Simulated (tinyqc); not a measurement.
Worked calculation: ROHF in the sto-3g basis, for H2O, spin multiplicity 3. One step of it, computed by the program tinyqc.

Question. Iteration 1: building the Fock matrix. J_ij = sum D_kl (ij|kl) with D = D(alpha) + D(beta), K_ij = sum D_kl (ik|jl) for each spin; F = H + J - K(s); E = tr D H + tr D J / 2 - 0.5 sum_s tr D(s) K(s) + E_nn.

D(alpha) at the start:
```
            1O 1s      1O 2s    1O 2px     1O 2py     1O 2pz      2H 1s      3H 1s
1O 1s    1.066846  -0.303611  0.000000   0.000000  -0.031441   0.067555   0.067555
1O 2s   -0.303611   1.432316  0.000000   0.000000   0.221848  -0.476663  -0.476663
1O 2px   0.000000   0.000000  1.000000   0.000000   0.000000   0.000000   0.000000
1O 2py   0.000000   0.000000  0.000000   1.103168   0.000000  -0.132512   0.132512
1O 2pz  -0.031441   0.221848  0.000000   0.000000   1.131961  -0.283532  -0.283532
2H 1s    0.067555  -0.476663  0.000000  -0.132512  -0.283532   0.625115   0.593281
3H 1s    0.067555  -0.476663  0.000000   0.132512  -0.283532   0.593281   0.625115
```

D(beta) at the start:
```
            1O 1s      1O 2s    1O 2px     1O 2py     1O 2pz      2H 1s      3H 1s
1O 1s    1.064672  -0.282957  0.000000   0.000000  -0.020636   0.031872   0.031872
1O 2s   -0.282957   1.236059  0.000000   0.000000   0.119178  -0.137597  -0.137597
1O 2px   0.000000   0.000000  0.000000   0.000000   0.000000   0.000000   0.000000
1O 2py   0.000000   0.000000  0.000000   1.103168   0.000000  -0.132512   0.132512
1O 2pz  -0.020636   0.119178  0.000000   0.000000   1.078250  -0.106153  -0.106153
2H 1s    0.031872  -0.137597  0.000000  -0.132512  -0.106153   0.039323   0.007489
3H 1s    0.031872  -0.137597  0.000000   0.132512  -0.106153   0.007489   0.039323
```

core Hamiltonian H = T + V (hartree):
```
             1O 1s      1O 2s     1O 2px     1O 2py     1O 2pz      2H 1s      3H 1s
1O 1s   -32.565404  -7.575995   0.000000   0.000000  -0.015911  -1.199566  -1.199566
1O 2s    -7.575995  -9.189463   0.000000   0.000000  -0.194932  -2.843384  -2.843384
1O 2px    0.000000   0.000000  -7.337543   0.000000   0.000000   0.000000   0.000000
1O 2py    0.000000   0.000000   0.000000  -7.427888   0.000000  -1.501333   1.501333
1O 2pz   -0.015911  -0.194932   0.000000   0.000000  -7.421472  -1.506059  -1.506059
2H 1s    -1.199566  -2.843384   0.000000  -1.501333  -1.506059  -4.521658  -1.256696
3H 1s    -1.199566  -2.843384   0.000000   1.501333  -1.506059  -1.256696  -4.521658
```

Two-electron integrals (ij|kl) in chemists' order, unique and non-zero (hartree):
```
(11|11) 4.785065    (21|11) 0.741380    (21|21) 0.136873    (22|11) 1.118947
(22|21) 0.256633    (22|22) 0.817206    (31|31) 0.024477    (32|31) 0.037809
(32|32) 0.180518    (33|11) 1.115814    (33|21) 0.256684    (33|22) 0.817023
(33|33) 0.880159    (41|41) 0.024477    (42|41) 0.037809    (42|42) 0.180518
(43|43) 0.047444    (44|11) 1.115814    (44|21) 0.256684    (44|22) 0.817023
(44|33) 0.785270    (44|44) 0.880159    (51|51) 0.024477    (52|51) 0.037809
(52|52) 0.180518    (53|53) 0.047444    (54|54) 0.047444    (55|11) 1.115814
(55|21) 0.256684    (55|22) 0.817023    (55|33) 0.785270    (55|44) 0.785270
(55|55) 0.880159    (61|11) 0.117798    (61|21) 0.021581    (61|22) 0.040259
(61|33) 0.040180    (61|41) 0.000712    (61|42) 0.001341    (61|44) 0.040306
(61|51) 0.000686    (61|52) 0.001293    (61|54) 0.000121    (61|55) 0.040297
(61|61) 0.003446    (62|11) 0.305503    (62|21) 0.071030    (62|22) 0.252739
(62|33) 0.248302    (62|41) 0.003846    (62|42) 0.030191    (62|44) 0.255074
(62|51) 0.003707    (62|52) 0.029100    (62|54) 0.006527    (62|55) 0.254593
(62|61) 0.011436    (62|62) 0.099270    (63|31) 0.007198    (63|32) 0.042749
(63|43) 0.006164    (63|53) 0.005941    (63|63) 0.013669    (64|11) 0.164211
(64|21) 0.038652    (64|22) 0.146830    (64|33) 0.140270    (64|41) 0.009023
(64|42) 0.059226    (64|44) 0.156322    (64|51) 0.001758    (64|52) 0.015881
(64|54) 0.009530    (64|55) 0.143729    (64|61) 0.006479    (64|62) 0.070090
(64|64) 0.062588    (65|11) 0.158273    (65|21) 0.037254    (65|22) 0.141520
(65|33) 0.135198    (65|41) 0.001758    (65|42) 0.015881    (65|44) 0.138787
(65|51) 0.008893    (65|52) 0.058055    (65|54) 0.009623    (65|55) 0.150414
(65|61) 0.006245    (65|62) 0.067556    (65|64) 0.047149    (65|65) 0.059114
(66|11) 0.465402    (66|21) 0.109947    (66|22) 0.450238    (66|33) 0.432597
(66|41) 0.007275    (66|42) 0.080077    (66|44) 0.459743    (66|51) 0.007012
(66|52) 0.077182    (66|54) 0.026164    (66|55) 0.457815    (66|61) 0.017829
(66|62) 0.229200    (66|64) 0.184667    (66|65) 0.177989    (66|66) 0.774606
(71|11) 0.117798    (71|21) 0.021581    (71|22) 0.040259    (71|33) 0.040180
(71|41) -0.000712   (71|42) -0.001341   (71|44) 0.040306    (71|51) 0.000686
(71|52) 0.001293    (71|54) -0.000121   (71|55) 0.040297    (71|61) 0.003402
(71|62) 0.011131    (71|64) 0.005793    (71|65) 0.006084    (71|66) 0.017226
(71|71) 0.003446    (72|11) 0.305503    (72|21) 0.071030    (72|22) 0.252739
(72|33) 0.248302    (72|41) -0.003846   (72|42) -0.030191   (72|44) 0.255074
(72|51) 0.003707    (72|52) 0.029100    (72|54) -0.006527   (72|55) 0.254593
(72|61) 0.011131    (72|62) 0.081427    (72|64) 0.039650    (72|65) 0.054003
(72|66) 0.154822    (72|71) 0.011436    (72|72) 0.099270    (73|31) 0.007198
(73|32) 0.042749    (73|43) -0.006164   (73|53) 0.005941    (73|63) 0.010881
(73|73) 0.013669    (74|11) -0.164211   (74|21) -0.038652   (74|22) -0.146830
(74|33) -0.140270   (74|41) 0.009023    (74|42) 0.059226    (74|44) -0.156322
(74|51) -0.001758   (74|52) -0.015881   (74|54) 0.009530    (74|55) -0.143729
(74|61) -0.005793   (74|62) -0.039650   (74|64) -0.008830   (74|65) -0.025751
(74|66) -0.067622   (74|71) -0.006479   (74|72) -0.070090   (74|74) 0.062588
(75|11) 0.158273    (75|21) 0.037254    (75|22) 0.141520    (75|33) 0.135198
(75|41) -0.001758   (75|42) -0.015881   (75|44) 0.138787    (75|51) 0.008893
(75|52) 0.058055    (75|54) -0.009623   (75|55) 0.150414    (75|61) 0.006084
(75|62) 0.054003    (75|64) 0.025751    (75|65) 0.046172    (75|66) 0.112403
(75|71) 0.006245    (75|72) 0.067556    (75|74) -0.047149   (75|75) 0.059114
(76|11) 0.122527    (76|21) 0.028803    (76|22) 0.112829    (76|33) 0.109833
(76|44) 0.111638    (76|51) 0.002234    (76|52) 0.021617    (76|55) 0.116890
(76|61) 0.004604    (76|62) 0.045748    (76|64) 0.027950    (76|65) 0.034998
(76|66) 0.114966    (76|71) 0.004604    (76|72) 0.045748    (76|74) -0.027950
(76|75) 0.034998    (76|76) 0.027052    (77|11) 0.465402    (77|21) 0.109947
(77|22) 0.450238    (77|33) 0.432597    (77|41) -0.007275   (77|42) -0.080077
(77|44) 0.459743    (77|51) 0.007012    (77|52) 0.077182    (77|54) -0.026164
(77|55) 0.457815    (77|61) 0.017226    (77|62) 0.154822    (77|64) 0.067622
(77|65) 0.112403    (77|66) 0.325323    (77|71) 0.017829    (77|72) 0.229200
(77|74) -0.184667   (77|75) 0.177989    (77|76) 0.114966    (77|77) 0.774606
```

nuclear repulsion = 7.93110729 hartree

Give: Coulomb J; exchange K(alpha); exchange K(beta); F(alpha); F(beta); total energy of this density.

Answer.

Coulomb J (hartree):
```
         1O 1s  1O 2s  1O 2px  1O 2py  1O 2pz  2H 1s   3H 1s
1O 1s   18.000  3.411   0.000   0.000   0.011  0.539   0.539
1O 2s    3.411  8.443   0.000   0.000   0.069  2.575   2.575
1O 2px   0.000  0.000   8.359   0.000   0.000  0.000   0.000
1O 2py   0.000  0.000   0.000   8.473   0.000  1.484  -1.484
1O 2pz   0.011  0.069   0.000   0.000   8.473  1.451   1.451
2H 1s    0.539  2.575   0.000   1.484   1.451  4.619   1.148
3H 1s    0.539  2.575   0.000  -1.484   1.451  1.148   4.619
```

exchange K(alpha) (hartree):
```
        1O 1s  1O 2s  1O 2px  1O 2py  1O 2pz  2H 1s   3H 1s
1O 1s   4.928  0.861   0.000   0.000   0.001  0.143   0.143
1O 2s   0.861  1.454   0.000   0.000   0.020  0.432   0.432
1O 2px  0.000  0.000   1.188   0.000   0.000  0.000   0.000
1O 2py  0.000  0.000   0.000   1.197   0.000  0.190  -0.190
1O 2pz  0.001  0.020   0.000   0.000   1.203  0.213   0.213
2H 1s   0.143  0.432   0.000   0.190   0.213  0.534   0.282
3H 1s   0.143  0.432   0.000  -0.190   0.213  0.282   0.534
```

exchange K(beta) (hartree):
```
        1O 1s  1O 2s  1O 2px  1O 2py  1O 2pz  2H 1s   3H 1s
1O 1s   4.900  0.823   0.000   0.000   0.001  0.136   0.136
1O 2s   0.823  1.255   0.000   0.000   0.002  0.328   0.328
1O 2px  0.000  0.000   0.304   0.000   0.000  0.000   0.000
1O 2py  0.000  0.000   0.000   1.136   0.000  0.152  -0.152
1O 2pz  0.001  0.002   0.000   0.000   1.135  0.146   0.146
2H 1s   0.136  0.328   0.000   0.152   0.146  0.141   0.088
3H 1s   0.136  0.328   0.000  -0.152   0.146  0.088   0.141
```

F(alpha) (hartree):
```
          1O 1s   1O 2s  1O 2px  1O 2py  1O 2pz   2H 1s   3H 1s
1O 1s   -19.493  -5.026   0.000   0.000  -0.006  -0.804  -0.804
1O 2s    -5.026  -2.200   0.000   0.000  -0.146  -0.700  -0.700
1O 2px    0.000   0.000  -0.167   0.000   0.000   0.000   0.000
1O 2py    0.000   0.000   0.000  -0.153   0.000  -0.207   0.207
1O 2pz   -0.006  -0.146   0.000   0.000  -0.151  -0.268  -0.268
2H 1s    -0.804  -0.700   0.000  -0.207  -0.268  -0.437  -0.391
3H 1s    -0.804  -0.700   0.000   0.207  -0.268  -0.391  -0.437
```

F(beta) (hartree):
```
          1O 1s   1O 2s  1O 2px  1O 2py  1O 2pz   2H 1s   3H 1s
1O 1s   -19.465  -4.988   0.000   0.000  -0.006  -0.797  -0.797
1O 2s    -4.988  -2.002   0.000   0.000  -0.128  -0.597  -0.597
1O 2px    0.000   0.000   0.717   0.000   0.000   0.000   0.000
1O 2py    0.000   0.000   0.000  -0.092   0.000  -0.170   0.170
1O 2pz   -0.006  -0.128   0.000   0.000  -0.083  -0.200  -0.200
2H 1s    -0.797  -0.597   0.000  -0.170  -0.200  -0.043  -0.196
3H 1s    -0.797  -0.597   0.000   0.170  -0.200  -0.196  -0.043
```

total energy of this density = -73.83048 hartree
